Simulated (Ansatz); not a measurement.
A calculation with Ansatz (development build ahead of 0.2.0).

```yaml
crystal:
  periodic: [false, false, false]
  atoms:
    - { symbol: C, position_ang: [-0.48384, 0.08743, -0.56386] }
    - { symbol: C, position_ang: [0.75233, -0.4417, -0.18687] }
    - { symbol: C, position_ang: [-0.21531, 0.26882, 0.79053] }
    - { symbol: H, position_ang: [-1.03218, 0.41844, -1.38575] }
    - { symbol: H, position_ang: [1.731, -0.25011, -0.57736] }
    - { symbol: H, position_ang: [-0.5814, 1.05858, 1.37159] }
basis:
  gaussian: { orbitals: def2-SVP }
magnetization:
  spin_polarized: true
  initial_magnetization: 1
hamiltonian:
  xc: hf
output:
  forces: true
```

The input is written out in the form of the current development build from the run's settings.

The run gave:

```yaml
Converged: yes
Total_energy: -115.09340 hartree
Spin_squared_of_the_determinant: 0.989
Stability_test: minimum
```

Forces (eV/Å):
```json
{"atom": "C1", "Fx": "2.113", "Fy": "-0.887", "Fz": "2.763"}
{"atom": "C2", "Fx": "-1.523", "Fy": "1.163", "Fz": "0.804"}
{"atom": "C3", "Fx": "-0.569", "Fy": "-1.746", "Fz": "-3.635"}
{"atom": "H4", "Fx": "-1.021", "Fy": "0.385", "Fz": "-1.230"}
{"atom": "H5", "Fx": "0.568", "Fy": "-0.026", "Fz": "-0.105"}
{"atom": "H6", "Fx": "0.432", "Fy": "1.110", "Fz": "1.403"}
```

Caution: the unrestricted determinant is spin contaminated.
